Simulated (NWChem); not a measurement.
# PBE0/def2-SVP run of AlH3S (SMILES [AlH2][SH])

Aim: the vertical ionisation energy of AlH3S at PBE0/def2-SVP, from 2 runs. 

The results are computed with NWChem 7.3.0.

2 further runs of the same task are left out: 2 that didn't finish.

### 1 The system as given

AlH3S has 5 atoms, charge 0, and is taken as a singlet. SMILES: `[AlH2][SH]`. The shape is that of a PBE0-D4/def2-TZVP optimisation.

Bond lengths: Al1–S2 2.181 Å, Al1–H3 1.579 Å, Al1–H4 1.581 Å, S2–H5 1.344 Å. Angles: Al1–S2–H5 93.7°, S2–Al1–H3 116.5°, S2–Al1–H4 118.9°, H3–Al1–H4 124.6°.

### 2 The energy at PBE0/def2-SVP

File m1.nw:

```
start m1
title "AlH3S PBE0"
memory stack 880 mb heap 220 mb global 1100 mb
geometry units angstroms noautosym nocenter noautoz
  Al   -0.616100   -0.064200   -0.181700
  S     1.129100   -0.343100    1.096600
  H    -1.981700   -0.650100    0.351100
  H    -0.441100    0.696000   -1.556400
  H     1.959700    0.287800    0.249000
end
basis spherical bse
  * library def2-SVP
end
dft
  xc pbe0
  mult 1
  grid fine
  convergence energy 1e-08
  maxiter 100
  mulliken
  print low
end
task dft energy
```

Started as:

```console
$ nwchem m1.nw > m1.out
```

The program printed:

```text
[...]
 d= 0,ls=0.0,diis     1   -641.9618714999 -7.16D+02  1.20D-02  1.62D-01     0.4
[...]
 d= 0,ls=0.0,diis     8   -641.9870437915 -2.25D-09  3.47D-07  1.68D-10     2.9
         Total DFT energy =     -641.987043791478
      One electron energy =    -1035.675139294205
           Coulomb energy =      365.062140496818
    Exchange-Corr. energy =      -45.188950072163
 Nuclear repulsion energy =       73.814905078071
[...]
      Total Density - Mulliken Population Analysis
     ---------------------------------------------
    Atom       Charge   Shell Charges
 -----------   ------   -------------------------------------------------------
    1 Al  13    12.49   2.00  1.99  0.97  0.10  5.92  0.85  0.52  0.14
    2 S   16    16.31   2.00  1.98  1.23  0.63  5.93  1.81  2.68  0.04
    3 H    1     1.15   0.71  0.43  0.01
    4 H    1     1.16   0.71  0.44  0.01
    5 H    1     0.89   0.70  0.16  0.03
[...]
```

Wall time 3.6 s (1 thread of Intel Xeon 6975P-C (Granite Rapids), shared host); peak memory 0.11 GiB.

### 3 The doublet cation

File job.nw:

```
start job
title "AlH3S energy"
memory stack 880 mb heap 220 mb global 1100 mb
charge 1

geometry units angstrom noautosym nocenter noautoz
   Al    -0.616100    -0.064200    -0.181700
   S      1.129100    -0.343100     1.096600
   H     -1.981700    -0.650100     0.351100
   H     -0.441100     0.696000    -1.556400
   H      1.959700     0.287800     0.249000
end

basis spherical bse
   Al library def2-SVP
   S library def2-SVP
   H library def2-SVP
end

dft
   xc pbe0
   mult 2
   grid fine
   convergence energy 1e-08
   iterations 100
   mulliken
   print low
end

task dft energy
```

Started as:

```console
$ nwchem job.nw > job.out
```

The program printed:

```text
[...]
 d= 0,ls=0.0,diis     1   -641.3734980993 -7.15D+02  2.55D-02  4.02D-01     0.6
[...]
 d= 0,ls=0.0,diis    13   -641.6100506103 -7.90D-09  8.52D-07  4.61D-10     6.8
[...]
         Total DFT energy =     -641.610050610263
      One electron energy =    -1026.728926777906
           Coulomb energy =      356.217942654647
    Exchange-Corr. energy =      -44.913971565075
 Nuclear repulsion energy =       73.814905078071
[...]
      Total Density - Mulliken Population Analysis
     ---------------------------------------------
    Atom       Charge   Shell Charges
 -----------   ------   -------------------------------------------------------
    1 Al  13    12.41   2.00  1.99  1.07  0.06  5.92  0.85  0.39  0.13
    2 S   16    15.72   2.00  1.99  1.35  0.54  5.93  1.78  2.10  0.04
    3 H    1     1.04   0.70  0.33  0.01
    4 H    1     1.05   0.70  0.34  0.01
    5 H    1     0.79   0.68  0.07  0.03
[...]
      <S2> =      0.7538 (Exact =     0.7500)
[...]
```

Run time: 7.5 s. Hardware: 1 thread of Intel Xeon 6975P-C (Granite Rapids), shared host; peak memory 0.11 GiB.

### 4 Results

At PBE0/def2-SVP:

| quantity | value |
| --- | --- |
| singlet AlH3S: total energy | -641.98704 Eh |
| doublet cation: total energy | -641.61005 Eh |
| doublet cation: ⟨S²⟩ | 0.754 |
| vertical ionisation energy (to the doublet cation) | 10.259 eV |

In words: The vertical ionisation energy comes to 10.26 eV (237 kcal/mol).
